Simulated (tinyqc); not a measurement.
UKS/BP86 in the sto-6g basis, for NH, spin multiplicity 3, step by step. One step of it, computed by the program tinyqc.

Question. Iteration 2: building the Kohn-Sham matrix. J_ij = sum D_kl (ij|kl) with D = D(alpha) + D(beta); F = H + J + V_xc; E = tr D H + tr D J / 2 + E_xc + E_nn.

D(alpha) after iteration 1, lower triangle:
```
            1N 1s      1N 2s     1N 2px     1N 2py    1N 2pz     2H 1s
1N 1s    1.055325
1N 2s   -0.241053   1.050845
1N 2px  -0.001570   0.009948   0.998736
1N 2py  -0.000209   0.001326  -0.000168   0.999978
1N 2pz   0.006949  -0.041703   0.014695   0.001958  0.903485
2H 1s   -0.002359   0.005823  -0.037615  -0.005012  0.145634  0.025265
```

D(beta) after iteration 1, lower triangle:
```
            1N 1s      1N 2s     1N 2px    1N 2py    1N 2pz     2H 1s
1N 1s    1.054724
1N 2s   -0.238309   1.038382
1N 2px  -0.022714   0.101409   0.009908
1N 2py  -0.001695   0.009164   0.000811  0.002004
1N 2pz   0.007809  -0.046530  -0.006348  0.040929  0.890988
2H 1s   -0.003179   0.009008   0.000557  0.007459  0.158272  0.028403
```

core Hamiltonian H = T + V (hartree), lower triangle:
```
             1N 1s      1N 2s     1N 2px     1N 2py     1N 2pz      2H 1s
1N 1s   -24.788914
1N 2s    -5.406520  -6.543682
1N 2px    0.000000   0.000000  -5.258355
1N 2py    0.000000   0.000000   0.000000  -5.258355
1N 2pz   -0.007591  -0.090713   0.000000   0.000000  -5.308252
2H 1s    -0.460821  -1.256951   0.000000   0.000000  -1.123077  -2.924284
```

Two-electron integrals (ij|kl) in chemists' order, unique and non-zero (hartree):
```
(11|11) 4.168742   (21|11) 0.583648   (21|21) 0.104114   (22|11) 0.968487
(22|21) 0.214450   (22|22) 0.708398   (31|31) 0.022075   (32|31) 0.033611
(32|32) 0.156576   (33|11) 0.968488   (33|21) 0.214450   (33|22) 0.708398
(33|33) 0.763241   (41|41) 0.022075   (42|41) 0.033611   (42|42) 0.156576
(43|43) 0.041133   (44|11) 0.968488   (44|21) 0.214450   (44|22) 0.708398
(44|33) 0.680975   (44|44) 0.763241   (51|51) 0.022075   (52|51) 0.033611
(52|52) 0.156576   (53|53) 0.041133   (54|54) 0.041133   (55|11) 0.968488
(55|21) 0.214450   (55|22) 0.708398   (55|33) 0.680975   (55|44) 0.680975
(55|55) 0.763241   (61|11) 0.052247   (61|21) 0.008953   (61|22) 0.018110
(61|33) 0.018062   (61|44) 0.018062   (61|51) 0.000502   (61|52) 0.000996
(61|55) 0.018205   (61|61) 0.000787   (62|11) 0.157354   (62|21) 0.035471
(62|22) 0.133480   (62|33) 0.130621   (62|44) 0.130621   (62|51) 0.003171
(62|52) 0.025345   (62|55) 0.139198   (62|61) 0.003107   (62|62) 0.035789
(63|31) 0.003415   (63|32) 0.020351   (63|53) 0.004823   (63|63) 0.004097
(64|41) 0.003415   (64|42) 0.020351   (64|54) 0.004823   (64|64) 0.004097
(65|11) 0.139409   (65|21) 0.031797   (65|22) 0.126831   (65|33) 0.121224
(65|44) 0.121224   (65|51) 0.005755   (65|52) 0.041815   (65|55) 0.138042
(65|61) 0.002883   (65|62) 0.040668   (65|65) 0.049494   (66|11) 0.350386
(66|21) 0.080325   (66|22) 0.345737   (66|33) 0.332515   (66|44) 0.332515
(66|51) 0.007329   (66|52) 0.082825   (66|55) 0.372179   (66|61) 0.007063
(66|62) 0.129766   (66|65) 0.163713   (66|66) 0.774999
```

nuclear repulsion = 2.46292585 hartree

V_xc(alpha) (hartree), lower triangle:
```
            1N 1s      1N 2s     1N 2px     1N 2py     1N 2pz      2H 1s
1N 1s   -2.728908
1N 2s   -0.330485  -0.717865
1N 2px  -0.000244  -0.001822  -0.717705
1N 2py  -0.000027  -0.000201   0.000012  -0.717799
1N 2pz   0.000471   0.000646  -0.000776  -0.000243  -0.717890
2H 1s   -0.030732  -0.120259  -0.000195  -0.000052  -0.109878  -0.273369
```

V_xc(beta) (hartree), lower triangle:
```
            1N 1s      1N 2s     1N 2px     1N 2py     1N 2pz      2H 1s
1N 1s   -2.703210
1N 2s   -0.308904  -0.600971
1N 2px  -0.002808  -0.020763  -0.564705
1N 2py  -0.000316  -0.002171   0.000035  -0.564901
1N 2pz   0.000621   0.001591   0.000458  -0.004888  -0.673268
2H 1s   -0.029161  -0.108251  -0.002137  -0.000696  -0.106173  -0.276415
```

E_xc = sum of w rho eps_xc = -7.47173695 hartree

Give: Coulomb J; F(alpha); F(beta); total energy of this density.

Answer.

Coulomb J (hartree), lower triangle:
```
         1N 1s  1N 2s  1N 2px  1N 2py  1N 2pz  2H 1s
1N 1s   14.053
1N 2s    2.420  6.113
1N 2px   0.006  0.032   6.087
1N 2py   0.001  0.003   0.000   6.087
1N 2pz  -0.001  0.004   0.000   0.004   6.165
2H 1s    0.211  1.118   0.004   0.001   1.053  2.852
```

F(alpha) (hartree), lower triangle:
```
          1N 1s   1N 2s  1N 2px  1N 2py  1N 2pz   2H 1s
1N 1s   -13.465
1N 2s    -3.317  -1.149
1N 2px    0.006   0.030   0.111
1N 2py    0.001   0.003   0.000   0.111
1N 2pz   -0.008  -0.086   0.000   0.003   0.138
2H 1s    -0.281  -0.260   0.004   0.001  -0.180  -0.346
```

F(beta) (hartree), lower triangle:
```
          1N 1s   1N 2s  1N 2px  1N 2py  1N 2pz   2H 1s
1N 1s   -13.439
1N 2s    -3.295  -1.032
1N 2px    0.003   0.011   0.264
1N 2py    0.000   0.001   0.000   0.264
1N 2pz   -0.008  -0.085   0.001  -0.001   0.183
2H 1s    -0.279  -0.248   0.002   0.000  -0.176  -0.349
```

total energy of this density = -54.63959 hartree
